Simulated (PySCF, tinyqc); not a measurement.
MP2 on RHF in the sto-3g basis, frozen core, for HF, spin multiplicity 1, step by step. The lowest restricted solution is unstable here: a spin-polarised one lies 0.0077 hartree lower (PySCF). One step of it, computed by the program tinyqc.

Task: Second-order Moller-Plesset energy. E2 = sum_ijab (ia|jb) [2 (ia|jb) - (ib|ja)] / (e_i + e_j - e_a - e_b) over occupied i, j and virtual a, b; the opposite-spin part is (ia|jb)^2 / denominator, the rest is same-spin, and SCS-MP2 scales them by 6/5 and 1/3.

orbital energies (hartree): [-25.929088, -1.410446, -0.468859, -0.463975, -0.463975, 0.330791]

Two-electron integrals over orbitals (pq|rs), unique and non-zero (hartree); the lowest 1 orbital is frozen and left out:
```
(22|22) 0.875366    (32|22) -0.045659   (32|32) 0.131500    (33|22) 0.683344
(33|32) -0.011820   (33|33) 0.666784    (42|42) 0.190129    (43|42) -0.025978
(43|43) 0.034251    (44|22) 0.896835    (44|32) -0.062957   (44|33) 0.669503
(44|44) 0.997514    (52|52) 0.190129    (53|52) -0.025978   (53|53) 0.034251
(54|54) 0.053770    (55|22) 0.896835    (55|32) -0.062957   (55|33) 0.669503
(55|44) 0.889973    (55|55) 0.997514    (62|22) -0.079446   (62|32) -0.079456
(62|33) -0.021149   (62|44) -0.078928   (62|55) -0.078928   (62|62) 0.091338
(63|22) -0.244974   (63|32) 0.076652    (63|33) -0.090447   (63|44) -0.251954
(63|55) -0.251954   (63|62) 0.033771    (63|63) 0.238113    (64|42) -0.026513
(64|43) -0.022893   (64|64) 0.028777    (65|52) -0.026513   (65|53) -0.022893
(65|65) 0.028777    (66|22) 0.633929    (66|32) 0.042816    (66|33) 0.643270
(66|44) 0.619205    (66|55) 0.619205    (66|62) -0.051354   (66|63) -0.027393
(66|66) 0.668091
```

Hartree-Fock energy = -98.49149942 hartree

Give: Terms; Pair energies; MP2 correlation energy; SCS-MP2 correlation energy; MP2 total energy.

Result:

Terms:
```
i  j  a  b  (ia|jb)  (ib|ja)  denominator       term
3  3  6  6   0.2381   0.2381      -1.5993    -0.0355
2  2  6  6   0.0913   0.0913      -3.4825    -0.0024
4  4  6  6   0.0288   0.0288      -1.5895    -0.0005
5  5  6  6   0.0288   0.0288      -1.5895    -0.0005
2  3  6  6   0.0338   0.0338      -2.5409  -4.49e-04
3  2  6  6   0.0338   0.0338      -2.5409  -4.49e-04
```

Pair energies (hartree; pair i-j sums ij and ji):
```
pair  opposite spin  same spin
2-2         -0.0024     0.0000
3-2         -0.0009     0.0000
3-3         -0.0355     0.0000
4-4         -0.0005     0.0000
5-5         -0.0005     0.0000
```

MP2 correlation energy = -0.039787 hartree

SCS-MP2 correlation energy = -0.047744 hartree

MP2 total energy = -98.531286 hartree
